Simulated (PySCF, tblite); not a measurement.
**C2H6O, a small molecule taken as a stand-in for a surface group (C site with back bonds C, O, [H]): NMR shifts, core binding energies and electronic excitations**

Aim: the NMR shifts, core binding energies and electronic excitations of `CCO`.

Computed with tblite 0.8.0 and PySCF 2.14.0; each step states its level. No surroundings beyond the atoms listed, unless a continuum is named. Atoms count from 0, parts from 1.

## 1. Starting point

9 atoms, charge 0, multiplicity 1; geometry: distance geometry start.

## 2. Relaxing the cluster with GFN2-xTB

Job settings and geometry (Å):

```
{"job": {"kind": "relax", "xc": "GFN2-xTB", "basis": "xTB"}, "charge": 0, "multiplicity": 1}
C     -0.421123    -0.504180    -0.145845
C      0.846961     0.232792     0.100696
O     -1.548611     0.225185     0.200987
H     -0.442804    -1.398454     0.524791
H     -0.490101    -0.892820    -1.182296
H      0.910538     0.405911     1.220550
H      0.946101     1.206982    -0.378432
H      1.757648    -0.369946    -0.151545
H     -1.577694     1.138131    -0.206963
```

Level: GFN2-xTB geometry optimisation, gas phase.

The run is started by

```
$ OMP_NUM_THREADS=1 python cluster_run.py task.json out
```

This one command runs all jobs of the session in turn.

**Question.** The jobs that follow are: PBE0-D3(BJ)/def2-SVP geometry optimisation, gas phase; GIAO PBE0/pcSseg-2 NMR shielding, non-relativistic, gas phase; delta-SCF UKS SCAN, pcX-2 on the ionised atom, pcseg-1 elsewhere, spin-free X2C; TDDFT CAM-B3LYP/def2-SVPD, vertical, gas phase, core orbitals frozen in the response. Predict: point group; rotational constants (main isotopes); $^{13}$C shifts against TMS (PBE0/pcSseg-2); $^{1}$H shifts against TMS (PBE0/pcSseg-2); $^{17}$O shifts against H2O (PBE0/pcSseg-2); C1s binding energies, SCAN/pcX-2; O1s binding energies, SCAN/pcX-2; lowest singlet (CAM-B3LYP/def2-SVPD); brightest single state of those computed; lowest triplet; vertical ionisation energy (ΔSCF).

**Answer**, as computed:

| quantity | value |
| --- | --- |
| point group | C1 |
| rotational constants (main isotopes) | 34.60, 9.29, 8.21 GHz |
| $^{13}$C shifts against TMS (PBE0/pcSseg-2) | 62.9, 22.5 ppm |
| $^{1}$H shifts against TMS (PBE0/pcSseg-2) | 3.74, 3.50, 1.33, 1.14, 0.90, -0.26 ppm |
| $^{17}$O shifts against H2O (PBE0/pcSseg-2) | 46.6 ppm |
| C1s binding energies, SCAN/pcX-2 | C0 292.27, C1 290.85 eV |
| O1s binding energies, SCAN/pcX-2 | O2 538.78 eV |
| lowest singlet (CAM-B3LYP/def2-SVPD) | 7.04 eV (176 nm), f = 0.009 |
| brightest single state of those computed | state 5, 9.06 eV, f = 0.060 |
| lowest triplet | 6.73 eV |
| vertical ionisation energy (ΔSCF) | 10.71 eV |

**Reading.** Over 4 steps the energy fell by 0.083 eV; of the close pairs, C0–O2 changed most, 1.450 to 1.403 Å (PBE0/def2-SVP). The C1s levels kept as sound span 1.43 eV, from C1 (carbon bonded to C, 3 H) up to C0 (carbon bonded to C, O, 2 H). The first singlet state (HOMO→LUMO 0.85, HOMO→LUMO+1 0.12) lies at 7.04 eV and is weak; of the 6 states computed, the strongest absorption comes from state 5 at 9.06 eV. The lowest triplet lies 0.31 eV below the lowest singlet (triplets in Tamm-Dancoff, singlets in full TDDFT). ΔSCF puts the ionisation energy at 10.71 eV, 1.25 eV above −ε(HOMO).
